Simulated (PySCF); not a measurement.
hydroxide (HO), SMILES [OH-], charge -1. Atoms are numbered in the order given.

```xyz
2

O      0.0000     0.0000    -0.1071
H      0.0000     0.0000     0.8564
```
Charge -1, spin multiplicity 1.

Geometry: PBE0-D3(BJ)/def2-TZVPD.

Two levels are set side by side: PBE/pcSseg-2 (PySCF) and HF/pcSseg-2 (PySCF). GIAO shifts against H2O (¹⁷O), TMS (¹H) at the same level; non-relativistic, no solvent, atoms listed together averaged. Differences are taken from unrounded values.

```tsv
quantity	HF
δ(¹⁷O) of O1 (ppm)	-28.9
δ(¹H) of H2 (ppm)	-5.37
```

Task: What does PBE give, and how far is it from HF? (The exact figures need the calculation; the answer reports its results.)

Result: 
| quantity | PBE | PBE minus HF |
|---|---|---|
| δ(¹⁷O) of O1 (ppm) | -39.9 | -10.9 |
| δ(¹H) of H2 (ppm) | -5.89 | -0.52 |
